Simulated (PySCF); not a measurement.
## Gas-phase XPS of `C=NC1CCC1`, computed

Species: C5H9N.
Numbering: `[CH2:1]=[N:2][CH:3]1[CH2:4][CH2:5][CH2:6]1`

Level of theory: delta-SCF UKS SCAN, pcX-2 on the ionised atom, pcseg-1 elsewhere, spin-free X2C (PySCF 2.14.0). Each binding energy is the total energy of the core-ionised species, with the hole localised on one atom, minus that of the ground state; both are solved self-consistently, so orbital relaxation is included.

Task: What binding energy does each computed site have?

Result: 
| atom(s) | environment | level | binding energy (eV) | above the level's lowest (eV) | count |
| --- | --- | --- | --- | --- | --- |
| C4/C6 | four-membered-ring carbon | C 1s | 290.20 | 0.00 | 2 |
| C5 | four-membered-ring carbon | C 1s | 290.30 | +0.10 | 1 |
| C3 | sp3 carbon bound to nitrogen | C 1s | 291.08 | +0.88 | 1 |
| C1 | imine carbon | C 1s | 291.34 | +1.14 | 1 |
| N2 | imine nitrogen | N 1s | 404.73 | 0.00 | 1 |

Lowest listed C 1s: C4/C6, bonded to 2 C and 2 H. Highest, 1.14 eV above it: C1, bonded to N (double bond) and 2 H. The widest gap between neighbouring values is 0.78 eV, between 290.30 and 291.08 eV.

Task: Which photon wavelength matches the N 1s of N2 (atom 2) threshold?

Result: λ = hc/E = 12398.42 eV Å / 404.73 eV = 30.634 Å.

Atoms equivalent by their bonding share one computed value, that of the first of them. The structure is a single GFN2-xTB conformer in the gas phase; no vibrational or solvent corrections.

The values belong to the conformer `[CH2:1]=[N:2][CH:3]1[CH2:4][CH2:5][CH2:6]1`: C1–N2–C3–C4 130°.
